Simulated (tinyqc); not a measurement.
Worked calculation: RHF in the sto-3g basis, for H2O, spin multiplicity 1. One step of it, computed by the program tinyqc.

Task: Iteration 1: diagonalisation and new density. Diagonalise F' = X^T F X, C = X C', fill 5 alpha and 5 beta electrons from the bottom; D = 2 C_occ C_occ^T. Each column has its largest component positive (the first on a tie).

Fock matrix F (hartree):
```
             1O 1s      1O 2s     1O 2px     1O 2py     1O 2pz      2H 1s      3H 1s
1O 1s   -24.002462  -5.698300   0.000000   0.000000  -0.032268  -1.525474  -1.525474
1O 2s    -5.698300  -3.230304   0.000000   0.000000   0.078788  -1.274662  -1.274662
1O 2px    0.000000   0.000000  -1.734137   0.000000   0.000000   0.000000   0.000000
1O 2py    0.000000   0.000000   0.000000  -1.842739   0.000000  -0.571636   0.571636
1O 2pz   -0.032268   0.078788   0.000000   0.000000  -1.673200  -0.310471  -0.310471
2H 1s    -1.525474  -1.274662   0.000000  -0.571636  -0.310471  -0.880996  -0.461447
3H 1s    -1.525474  -1.274662   0.000000   0.571636  -0.310471  -0.461447  -0.880996
```

X:
```
            1O 1s      1O 2s    1O 2px     1O 2py     1O 2pz      2H 1s      3H 1s
1O 1s    1.024481  -0.147141  0.000000   0.000000  -0.010400   0.023464   0.023464
1O 2s   -0.147141   1.307960  0.000000   0.000000   0.122194  -0.342360  -0.342360
1O 2px   0.000000   0.000000  1.000000   0.000000   0.000000   0.000000   0.000000
1O 2py   0.000000   0.000000  0.000000   1.152979   0.000000  -0.276049   0.276049
1O 2pz  -0.010400   0.122194  0.000000   0.000000   1.052204  -0.146714  -0.146714
2H 1s    0.023464  -0.342360  0.000000  -0.276049  -0.146714   1.259602  -0.096627
3H 1s    0.023464  -0.342360  0.000000   0.276049  -0.146714  -0.096627   1.259602
```

Give: F' = X^T F X; orbital energies; coefficients C; D after iteration 1.

Result:

F' = X^T F X (hartree):
```
          1        2        3        4        5        6        7
1  -23.6735  -2.6320   0.0000   0.0000  -0.0471  -0.3284  -0.3284
2   -2.6320  -2.1382   0.0000   0.0000   0.1456  -0.4147  -0.4147
3    0.0000   0.0000  -1.7341   0.0000   0.0000   0.0000   0.0000
4    0.0000   0.0000   0.0000  -1.7858   0.0000  -0.2374   0.2374
5   -0.0471   0.1456   0.0000   0.0000  -1.6518  -0.1124  -0.1124
6   -0.3284  -0.4147   0.0000  -0.2374  -0.1124  -0.2965  -0.1000
7   -0.3284  -0.4147   0.0000   0.2374  -0.1124  -0.1000  -0.2965
```

orbital energies (hartree): MO1 -24.0025, MO2 -2.0189, MO3 -1.8539, MO4 -1.7341, MO5 -1.6531, MO6 -0.1856, MO7 -0.1285

coefficients C:
```
           MO1      MO2      MO3     MO4      MO5      MO6      MO7
1O 1s   0.9999  -0.2432   0.0000  0.0000  -0.0653   0.0963   0.0000
1O 2s   0.0003   1.0545   0.0000  0.0000   0.2917  -0.8858   0.0000
1O 2px  0.0000   0.0000   0.0000  1.0000   0.0000   0.0000   0.0000
1O 2py  0.0000   0.0000   1.0525  0.0000   0.0000   0.0000  -0.6115
1O 2pz  0.0012  -0.2178   0.0000  0.0000   0.9888  -0.3743   0.0000
2H 1s   0.0005  -0.0544  -0.0801  0.0000  -0.0424   0.9004   0.9947
3H 1s   0.0005  -0.0544   0.0801  0.0000  -0.0424   0.9004  -0.9947
```

D after iteration 1:
```
          1O 1s    1O 2s  1O 2px   1O 2py   1O 2pz    2H 1s    3H 1s
1O 1s    2.1263  -0.5504  0.0000   0.0000  -0.0208   0.0330   0.0330
1O 2s   -0.5504   2.3943  0.0000   0.0000   0.1177  -0.1395  -0.1395
1O 2px   0.0000   0.0000  2.0000   0.0000   0.0000   0.0000   0.0000
1O 2py   0.0000   0.0000  0.0000   2.2156   0.0000  -0.1687   0.1687
1O 2pz  -0.0208   0.1177  0.0000   0.0000   2.0503  -0.0601  -0.0601
2H 1s    0.0330  -0.1395  0.0000  -0.1687  -0.0601   0.0224  -0.0033
3H 1s    0.0330  -0.1395  0.0000   0.1687  -0.0601  -0.0033   0.0224
```
